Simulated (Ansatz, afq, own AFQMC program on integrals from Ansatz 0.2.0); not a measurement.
## H$_{3}$S⁺, triplet in 6-31G, levels against full CI

```yaml
atoms:
  - { symbol: S, position_ang: [0.0000, -0.0392, -0.0511] }
  - { symbol: H, position_ang: [0.0000, 1.3183, -0.0511] }
  - { symbol: H, position_ang: [0.0000, -0.0350, 3.2469] }
  - { symbol: H, position_ang: [0.0000, -0.0373, -1.5712] }
```

Basis 6-31G. Only valence electrons are correlated. Integrals, coupled cluster, full CI and functionals: Ansatz 0.2.0; the random walks run on the same integrals in our own AFQMC program. The CISD trial takes its coefficients from CCSD amplitudes. Released means that phaseless walkers are propagated on without the constraint, phases kept. ± is one standard error of the sampling.

Determinant: UHF, the one that the program's search chose, which needn't be the lowest solution. The geometry is a point of a scan.

Full CI on the same integrals is exact in this basis and with this determinant's frozen core.

Cautions: lower spins were not checked.

* T1 diagnostic: 0.0113
* weight of the determinant in the CISD state: 0.949
* ⟨S²⟩ of the determinant: 2.014
* size of the correlated space: 8 electrons in 14 orbitals

Reference: full CI, correlation energy -1.838 eV. The released energy is read at 2.40 1/Eh (meV from the phaseless value at times in 1/Eh: 0.7 ± 0.5 at 0.24, -0.4 ± 0.5 at 0.51, -0.6 ± 0.4 at 0.99, -0.1 ± 0.4 at 1.62, -0.4 ± 0.3 at 2.40).

| level | E − E(reference) (kcal/mol) | share of correlation (%) |
| --- | --- | --- |
| HF | 42.38 | 0.00 |
| MP2 | 11.47 | 72.93 |
| CCSD | 0.39 | 99.09 |
| CCSD(T) | 0.10 | 99.77 |
| CCSDT | 0.02 | 99.94 |
| CCSDT(Q) | 0.00 | 99.99 |
| CCSDTQ | 0.00 | 100.00 |
| ph-AFQMC/HF | 0.33 ± 0.38 | 99.23 |
| ph-AFQMC/CISD | 0.02 ± 0.01 | 99.96 |
| released AFQMC | 0.01 ± 0.006 | 99.98 |

CCSDT and higher add their correlation energy to the determinant of the CCSD(T) run, since their own runs factorise the integrals more tightly (a shift of under 2 meV). A walk keeps the symmetry of its determinant, which the program's search chose and which needn't be the lowest solution, so a lower state of the same spin and another symmetry isn't excluded. Released energies are given only where the last usable release times agree within the noise; a slower fall can still hide under it.
